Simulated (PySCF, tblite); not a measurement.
**C4H5FN radical: geometry, infrared bands and EPR parameters**

Wanted: the infrared bands and EPR parameters of C4H5FN radical (`F[CH]C[C@@H]1C=N1`), by calculation.

Computed with tblite 0.8.0 and PySCF 2.14.0, with density-fitted response routines of our own, on a single molecule in the gas phase. Atoms are numbered from 0 throughout.

## 1. The molecule as given

11 atoms, charge 0, multiplicity 2; geometry from: force field or distance geometry start.

Bonds of the start (Å): F0–C1 1.35, C1–C2 1.49, C2–C3 1.48, C3–C4 1.41, C4–N5 1.25, N5–C3 1.53, C1–H6 1.07, C2–H7 1.09, C2–H8 1.10, C3–H9 1.10, C4–H10 1.09.

## 2. Geometry optimisation with GFN2-xTB

The job: settings as JSON, then the geometry in Å.

```
{"job": {"kind": "relax", "xc": "GFN2-xTB", "basis": "xTB"}, "charge": 0, "multiplicity": 2}
F     -1.067600     1.326900     1.355800
C     -1.530300     0.568700     0.334400
C     -0.606700    -0.259000    -0.491000
C      0.676000    -0.588700     0.158600
C      1.871200     0.140900     0.013700
N      1.890300    -0.864800    -0.732100
H     -2.552000     0.801300     0.101800
H     -1.123600    -1.182000    -0.753400
H     -0.432900     0.278000    -1.432600
H      0.576100    -1.273300     1.010200
H      2.305000     1.054600     0.408500
```

Started as:

```console
$ OMP_NUM_THREADS=1 python probes_run.py task.json out
```

The driver reads the jobs from task.json and runs them one after another.

**Question.** This job is followed by: GFN2-xTB harmonic vibrations, gas phase; UKS B3LYP, pcH-1 on C F H N, non-relativistic, mean-field spin-orbit, GIAO. What will the session give for the following? strongest single infrared mode (GFN2-xTB); zero-point energy (GFN2-xTB); g(iso) (B3LYP); ⟨S²⟩; largest a(iso); potential on the surface of density 0.002 e/bohr³, 1st and 99th percentile.

As calculated:

| quantity | value |
| --- | --- |
| strongest single infrared mode (GFN2-xTB) | 1298 cm⁻¹, 73 km/mol |
| zero-point energy (GFN2-xTB) | 49.3 kcal/mol |
| g(iso) (B3LYP) | 2.00370 |
| ⟨S²⟩ | 0.753 (exact 0.75) |
| largest a(iso) | 13C on C1, 172.1 MHz |
| potential on the surface of density 0.002 e/bohr³, 1st and 99th percentile | -1.60 V and 1.58 V |

**Reading.** The optimisation took 93 steps and gained 0.230 eV; among the close pairs (by a distance rule), C2–C3 changed most, from 1.475 to 1.533 Å. All 27 modes are real, so the xTB geometry is a minimum. The strongest single mode, at 1298 cm⁻¹, moves mainly C1, H8 and H6. Unscaled tight-binding wavenumbers are off by several per cent, some by more. Its intensities can rank the bands wrongly. C1 carries the largest spin population, 0.94 e. The isotropic g lies 1.4 ppt above the free-electron value. These values are for one conformer; the search (at its own cheap level) found 2 more, at 0.31, 0.46 kcal/mol, and measured spectra average over such forms.
